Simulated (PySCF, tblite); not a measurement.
Isomers of C5H7P, one GFN2-xTB conformer each. Single-point energies are computed at PBE0/pcSseg-1 (PySCF, gas phase, no added dispersion term), electronic only.

```tsv
SMILES	GFN2-xTB relative energy (kcal/mol)
CC#C/P=C/C	27.4
C1=CPC=CC1	0.0
```

Conformers: `[CH:1]1=[CH:2][PH:3][CH:4]=[CH:5][CH2:6]1` with C1–C2–P3–C4 -33°, C2–P3–C4–C5 33°, C4–C5–C6–C1 -35°, C2–C1–C6–C5 35°.

Task: What does PBE0/pcSseg-1 give for the same structures?

Result: 
```tsv
SMILES	PBE0/pcSseg-1 E (Eh)	PBE0/pcSseg-1 (kcal/mol)	GFN2-xTB (kcal/mol)	point group
C1=CPC=CC1	-535.64352	0.0	0.0	Cs
CC#C/P=C/C	-535.60133	26.5	27.4	–
```

Both levels put the same isomer lowest. As drawn, the lower has a C=C bond outside aromatic rings, which the higher lacks; the higher has a C≡C bond, which the lower lacks.

Task: Which frontier levels, dipoles and rotational constants go with these structures?

Result: 
```json
{"SMILES": "C1=CPC=CC1", "HOMO (eV, PBE0/pcSseg-1)": "-6.43", "LUMO (eV)": "0.08", "dipole (D)": "1.20", "A, B, C (MHz)": "4655, 3249, 2047"}
{"SMILES": "CC#C/P=C/C", "HOMO (eV, PBE0/pcSseg-1)": "-6.58", "LUMO (eV)": "-1.58", "dipole (D)": "1.73", "A, B, C (MHz)": "10834, 1123, 1030"}
```

Task: What happens when harmonic zero-point energies from GFN2-xTB frequencies are added?

Result: 
```
    SMILES  ZPE (kcal/mol)  electronic (kcal/mol)  with ZPE (kcal/mol)
C1=CPC=CC1            63.0                    0.0                  0.0
CC#C/P=C/C            62.4                   26.5                 25.9
```

The zero-point energies span 0.6 kcal/mol. The order is unchanged.
